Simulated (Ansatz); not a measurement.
The input, for Ansatz 0.2.0:

```yaml
crystal:
  periodic: [false, false, false]
  atoms:
    - {symbol: C, position_ang: [0.000000, 0.000000, 0.000000]}
    - {symbol: Ga, position_ang: [0.000000, 0.000000, 2.032800]}
basis:
  gaussian: {orbitals: cc-pVDZ}
total_charge: 1
magnetization: {spin_polarized: false}
correlation: {method: ccsdtq, electrons: outside_noble_gas}
```

```sh
$ ansatz run in.yaml --threads 1 --pin off --events-out ev --progress --plain --max-ram 2393MiB
```

Output:

```
778 factors; integrals over basis functions are off by at most 1.8e-7 eV
mean field evaluation 1: about -53346.9511 eV, gradient 2.3e1 eV
mean field evaluation 2: about -53347.0061 eV, gradient 2.3e1 eV
mean field evaluation 4: about -53349.5481 eV, gradient 2.2e0 eV
mean field evaluation 8: about -53349.6488 eV, gradient 4.0e-1 eV
mean field evaluation 16: about -53349.6523 eV, gradient 2.0e-6 eV
mean field evaluation 32: about -53346.9573 eV, gradient 2.3e1 eV
mean field evaluation 64: about -53336.7464 eV, gradient 3.3e1 eV
mean field evaluation 96: about -53349.6523 eV, gradient 1.1e-6 eV
mean field evaluation 128: about -53349.7263 eV, gradient 7.8e-2 eV
mean field evaluation 160: about -53344.0788 eV, gradient 1.2e1 eV
...
mean field -53349.72652681 eV, -1960.5662881168 hartree, gradient 2.9e-6 eV, S^2 0.000000; 12 other end points of the search recorded, 0 dependent functions left out; unrestricted orbitals would lower it
...
determinant -53349.72652681 eV, -1960.5662881168 hartree, with singles and doubles -53354.00349030 eV, -1960.7234636261 hartree
determinant -53349.65227807 eV, -1960.5635595261 hartree, with singles and doubles -53354.03624821 eV, -1960.7246674572 hartree
determinant -53349.44843801 eV, -1960.5560685418 hartree, with singles and doubles -53353.28048069 eV, -1960.6968935131 hartree
determinant -53349.72652681 eV, -1960.5662881168 hartree, with singles and doubles -53354.04482950 eV, -1960.7249828136 hartree
determinant -53349.65227807 eV, -1960.5635595261 hartree, with singles and doubles -53354.05047978 eV, -1960.7251904576 hartree
...
unrestricted determinant -53351.54475611 eV, -1960.6331068112 hartree, S^2 1.2870
15 core orbitals not correlated: weight in the atoms' cores, before any rotation towards them, 0.997 or more for the frozen orbitals, at most 0.002 for the correlated occupied ones
reference -53349.65227807 eV, -1960.5635595261 hartree; 3, 3 occupied and 23, 23 virtual orbitals, 778 factors
second order -3.15467776 eV of doubles, -0.00000000 eV of singles
...
cycle   1  -4.88180765 eV  update   2.2e-7
cycle   2  -4.88180752 eV  change    1.3e-7 eV  update   1.8e-7
cycle   3  -4.88180724 eV  change    2.8e-7 eV  update   1.7e-7
cycle   4  -4.88180702 eV  change    2.3e-7 eV  update   1.5e-7
cycle   5  -4.88180685 eV  change    1.6e-7 eV  update   1.3e-7
cycle   6  -4.88180667 eV  change    1.8e-7 eV  update   1.3e-7
cycle   7  -4.88180650 eV  change    1.7e-7 eV  update   1.2e-7
cycle   8  -4.88180630 eV  change    2.0e-7 eV  update   8.7e-8
cycle   9  -4.88180616 eV  change    1.4e-7 eV  update   6.9e-8
cycle  10  -4.88180604 eV  change    1.2e-7 eV  update   5.4e-8
WARN: these amplitudes may be one of several solutions (largest doubles amplitude 0.81, level shift 0.00 eV)
Total energy: -53354.53408412 eV, -1960.7429625891 hartree
```

The determinant lies 0.07 eV above the lowest one of its kind in the log. The T1 diagnostic is 0.063.

For the same geometry and basis full CI lies 2.3 meV lower. By full CI's occupations no single determinant describes the state well. The program flagged this run's energy as in doubt. The determinant fills πx and πy unequally, so it is a mixture of Σ and Δ. RHF is unstable: UHF (⟨S²⟩ = 1.29) lies 1.82 eV below the lowest RHF solution. Higher spins weren't run at this geometry and may lie near or lower.

Ran on 1 thread of Arm Neoverse V2, shared host: 31 s wall, 0.12 GiB peak host memory.
